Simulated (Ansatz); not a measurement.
A made-up structure of CH3BCl (charge +1), singlet:

B1  (0.412, 0.444, 0.375)
C2  (-0.572, -0.417, -0.411)
Cl3  (2.185, -0.037, 0.664)
H4  (-1.155, -1.129, 0.117)
H5  (-0.662, -0.257, -1.455)
H6  (0.096, 1.450, 0.834)
(Å)

It is relaxed with PBE-D4/def2-SVP and then PBE0-D4/def2-TZVP (Ansatz 0.2.0). Atoms count as bonded within 1.22 times the sum of their covalent radii (H–H: 0.88 Å). The end point is not checked to be a true minimum.

Problem. Does its bonding change? (A judgement: the text doesn't fix the answer.)

Solution. By the calculation: Yes. Formed: C2–Cl3; broken: none.

Where it ends: The first stage lowers the energy by 1.03 eV in 12 steps. It ends as CH₃BCl ([BH]1[CH2][Cl]1), total charge +1:
B1  (0.179, 0.752, 0.473)
C2  (-0.329, -0.410, -0.331)
Cl3  (1.515, -0.443, 0.229)
H4  (-0.845, -1.247, 0.138)
H5  (-0.357, -0.383, -1.419)
H6  (0.142, 1.784, 1.034)
(Å)

Labels in which every atom is bracketed show which atoms are joined, not bond orders.

For scale, one of the runs: PBE0-D4/def2-TZVP relaxation, 117 basis functions, launched by `ansatz run in.yaml --threads 2 --pin off --events-out ev --progress --plain --max-ram 4352MiB`. Hardware: 2 CPU threads of an Arm Neoverse V1, shared host. Wall time about 15 s.
